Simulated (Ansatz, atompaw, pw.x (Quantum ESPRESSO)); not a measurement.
tungsten (W): does the PAW (atompaw) potential hold in the solid?

| Property | Result |
| --- | --- |
| Element | W |
| Generator | atompaw 4.2.0.5 |
| Type | PAW |
| Functional | PBEsol |
| Relativity | scalar-relativistic |
| Frozen core | [Xe] 4f14 |
| Valence charge | 6 |
| Reference configuration | 5d4 6s1 6p1 |
| Partial waves | 6s (bound): rc 3.00 bohr; 6s channel at 2.55 Ry: rc 2.15 bohr; 6p (bound): rc 3.00 bohr; 6p channel at 1.55 Ry: rc 3.00 bohr; 5d (bound): rc 3.00 bohr; 5d channel at 1.55 Ry: rc 3.00 bohr |
| Local potential | bessel scheme, radius 2.90 bohr |
| Core correction | smooth core density matched at 1.55 bohr |
| Augmentation charge | sinc compensation charge, radius 2.45 bohr; PAW radius 3.00 bohr; waves and projectors: custom rrkj vanderbiltortho |

Atomic tests: cutoffs needed: 10 Ry and 18 Ry (the cutoffs (Ry, on a coarse ladder) from which the occupation-weighted sum of valence levels, in a spherical-Bessel basis at the reference potential, stays within 10 and 1 mRy of its value at 400 Ry); ghost test: no extra level below or beside the all-electron valence levels (s, p, d, f tested) (spherical-Bessel basis up to 400 Ry, 20 bohr box); lowest eigenvalue of the overlap operator: 0.43 (s channel).

Crystal test: bcc W in pw.x 7.5, no spin, 15³ k-points, Fermi–Dirac smearing 0.01 Ry, cutoffs 40/400 Ry. The reference is all-electron LAPW (Ansatz 0.2.0) with the same functional, mesh and smearing; V0 and B0 come from Birch–Murnaghan fits to the pressures at five volumes. Errors are pseudo minus all-electron; Δ is the rms difference of the E(V) curves that follow from these fits, minima aligned, over ±6 % about the mean V0. Mesh and smearing are coarse, so the numbers serve the comparison and aren't converged zero-temperature values; the lattice is a test structure that the element need not adopt.

```
V (Å³/atom)  P all-electron (GPa)  P pseudo (GPa)
     14.903                 18.56           36.92
     15.295                  8.81           25.14
     15.687                  0.22           14.80
     16.079                 -7.35            5.71
     16.471                -14.00           -2.25
```

All-electron: a0 = 3.155 Å (V0 = 15.70 Å³/atom), B0 = 321.1 GPa.

Pseudopotential: mean pressure error (GPa): +14.82; a0 (Å): 3.198; a0 error (%): +1.38; B0 error (%): +0.9; Δ (meV/atom): 46.9. The largest radius (3.00 bohr) exceeds half the bond length (2.58 bohr), so the spheres overlap, which is one possible source of error among others. This is a poor potential for the solid.

**Question.** At the middle volume, how do free energy and pressure move when the wave cutoff is lowered (ecutrho held at 400 Ry)?

**Answer.**

```
cutoff (Ry)  shift of F (meV/atom)  shift of P (GPa)
         18                   +6.5             -0.21
         24                   +2.0             +0.03
         32                   +0.3             +0.00
```

The 8 pw.x runs together took about 74 s on one core of a shared server CPU.
